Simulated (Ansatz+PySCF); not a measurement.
A calculation with Ansatz (development build ahead of 0.2.0).

```yaml
crystal:
  periodic: [false, false, false]
  atoms:
    - { symbol: F, position_ang: [0.0, 0.0, 0.0] }
    - { symbol: F, position_ang: [0.0, 0.0, 2.08] }
basis:
  gaussian: { orbitals: STO-3G }
total_charge: 1
magnetization:
  initial_magnetization: 1
hamiltonian:
  xc: hf
correlation:
  method: fci
  frozen_orbitals: { F: 1 }
```

The input is written out in the form of the current development build from the run's settings.

Results

* Converged: yes
* Total energy: -195.54194 hartree
* State: lowest doublet root, of any spatial symmetry
